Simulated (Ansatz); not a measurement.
# C3H8N2: one species, many methods

One table from this session's results is given with a row withheld; the runs are named, their logs left out.

Method: functionals in def2-TZVPP, the program's frozen cores in correlated methods; program: Ansatz 0.2.0, Gaussian basis.

Levels to be run: PBE-D4, r2SCAN-D4, PBE0-D4, B3LYP-D4, ωB97X-V, ωB97M-V, B2PLYP; CCSD(T)/def2-TZVPP; MP2/def2-QZVPP; extrapolation to the limit.

## The relaxed structure

An earlier PBE0-D4 in a triple-zeta def2 set relaxation fixed the geometry.

SMILES `CNC(C)=N`, 13 atoms, charge 0, spin multiplicity 1.

Atoms are counted from 1 here; the program's logs count them from 0.

Bond lengths: C1–N2 1.439 Å, C1–H6 1.096 Å, C1–H7 1.091 Å, C1–H8 1.090 Å, N2–C3 1.363 Å, N2–H9 1.004 Å, C3–C4 1.504 Å, C3–N5 1.277 Å, C4–H10 1.089 Å, C4–H11 1.093 Å, C4–H12 1.094 Å, N5–H13 1.014 Å. Angles: N2–C1–H6 112.3°, N2–C1–H7 109.7°, N2–C1–H8 109.0°, H6–C1–H7 107.3°, H6–C1–H8 109.4°, H7–C1–H8 109.1°, C1–N2–C3 120.7°, C1–N2–H9 117.8°, C3–N2–H9 117.2°, N2–C3–C4 114.1°, N2–C3–N5 119.7°, C4–C3–N5 126.2°, C3–C4–H10 110.6°, C3–C4–H11 110.8°, C3–C4–H12 110.6°, H10–C4–H11 108.7°, H10–C4–H12 108.3°, H11–C4–H12 107.7° and more.

As a file:

```
C    -1.5962    1.0053    0.5371
N    -0.8227   -0.0995    0.0340
C     0.5242    0.0170   -0.1426
C     1.2081   -1.2704   -0.5147
N     1.0838    1.1567   -0.0060
H    -1.3005    1.2914    1.5526
H    -1.4492    1.8771   -0.1014
H    -2.6518    0.7325    0.5311
H    -1.1900   -1.0249    0.1609
H     2.2630   -1.0984   -0.7222
H     0.7450   -1.7146   -1.3994
H     1.1328   -1.9962    0.3004
H     2.0739    1.0889   -0.2149
```

The first run:

The input, in.yaml:

```yaml
crystal:
  periodic: [false, false, false]
  atoms:
    - {symbol: C, position_ang: [-1.596180, 1.005315, 0.537086]}
    - {symbol: N, position_ang: [-0.822722, -0.099539, 0.033994]}
    - {symbol: C, position_ang: [0.524201, 0.016983, -0.142627]}
    - {symbol: C, position_ang: [1.208068, -1.270371, -0.514700]}
    - {symbol: N, position_ang: [1.083773, 1.156739, -0.006049]}
    - {symbol: H, position_ang: [-1.300462, 1.291428, 1.552550]}
    - {symbol: H, position_ang: [-1.449165, 1.877082, -0.101381]}
    - {symbol: H, position_ang: [-2.651795, 0.732536, 0.531120]}
    - {symbol: H, position_ang: [-1.189997, -1.024892, 0.160854]}
    - {symbol: H, position_ang: [2.262997, -1.098391, -0.722184]}
    - {symbol: H, position_ang: [0.744957, -1.714551, -1.399381]}
    - {symbol: H, position_ang: [1.132752, -1.996164, 0.300381]}
    - {symbol: H, position_ang: [2.073874, 1.088924, -0.214864]}
basis:
  gaussian: {orbitals: def2-TZVPP}
hamiltonian: {xc: pbe, dispersion: d4}
output: {forces: true, orbitals: {seedname: orbitals}}
```

The run is started by

```bash
$ ansatz run in.yaml --threads 4 --pin off --events-out ev --progress --plain --max-ram 10444MiB
```

Steps of the session up to this table: PBE-D4 (GGA); r2SCAN-D4 (meta-GGA); PBE0-D4 (hybrid); B3LYP-D4 (hybrid); ωB97X-V (range-separated); ωB97M-V (range-separated); B2PLYP (double hybrid); CCSD(T) in def2-TZVPP; MP2 in def2-QZVPP.

One of the session's tables, all rows but one given; the rest of the session is left out.

```
            method  atoms, summed (eV)  atomisation energy (kJ/mol)
            PBE-D4           -6161.994                       5223.8
         r2SCAN-D4           -6167.738                       5070.9
           PBE0-D4                   ?                            ?
          B3LYP-D4           -6171.641                       5102.6
           ωB97X-V           -6169.265                       5091.0
           ωB97M-V           -6168.203                       5095.8
            B2PLYP           -6166.334                       5034.2
     HF/def2-TZVPP           -6146.546                       3579.2
    MP2/def2-TZVPP           -6157.106                       4991.2
   CCSD/def2-TZVPP           -6159.646                       4845.3
CCSD(T)/def2-TZVPP           -6159.935                       4924.8
           MP2/CBS           -6158.943                       5129.0
       CCSD(T)/CBS           -6161.772                       5062.6
```

**Question.** Estimate the row for PBE0-D4.

The run gave: atoms, summed (eV): -6163.707; atomisation energy (kJ/mol): 5112.4. In the column «atoms, summed (eV)» it lies between B2PLYP (-6166.334) and PBE-D4 (-6161.994).

To keep in mind: Free atoms (3 C, 2 N, 8 H) were run apart at each level; the atomisation energy is their sum less the molecule, without zero-point or spin-orbit terms.
